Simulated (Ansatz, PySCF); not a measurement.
Molecule: CH$_{3}$S, charge 0, multiplicity 2. It need not be the lowest isomer of its formula. SMILES: [S]C
Coordinates optimised at B3LYP-D3(BJ)/def2-TZVP (Ansatz, a program for electronic structure):
```xyz
5

C     -0.0139     1.1056     0.0124
S      0.0013    -0.6916    -0.0079
H      1.0336     1.4242     0.0401
H     -0.5062     1.4939     0.9033
H     -0.4650     1.5146    -0.8909
```
Charge 0, spin multiplicity 2.

Wanted: atomisation energy (electronic, to ground-state atoms), in kcal/mol. Correlated levels leave the core frozen unless marked. Open shells are spin-unrestricted. No spin-orbit coupling. Non-relativistic unless marked X2C. The coupled-cluster limit lacks core correlation, which all-electron functionals hold. Basis-set limits of correlation are two-point, X^-3; Hartree-Fock from the larger set. [CCSD(T)-MP2]/basis is that difference in the basis named.

```tsv
level	program	atomisation energy (kcal/mol)	minus last row
PBE-D4/def2-TZVPD	Ansatz + dftd4	390.3	8.0
PBE0/6-31G*	Ansatz	383.6	1.3
r2SCANh-D4/def2-TZVPD	Ansatz + dftd4	383.4	1.1
PW6B95/def2-TZVPD	PySCF	383.7	1.4
SCS-MP2/STO-3G	Ansatz	396.9	14.6
X2C-CCSD(T)/cc-pVTZ-DK	Ansatz	371.3	-11.0
RI-MP2/CBS(aug-cc-pV(T+d)Z,aug-cc-pV(Q+d)Z)+[CCSD(T)-MP2]/aug-cc-pV(T+d)Z	Ansatz	382.3	0.0
```
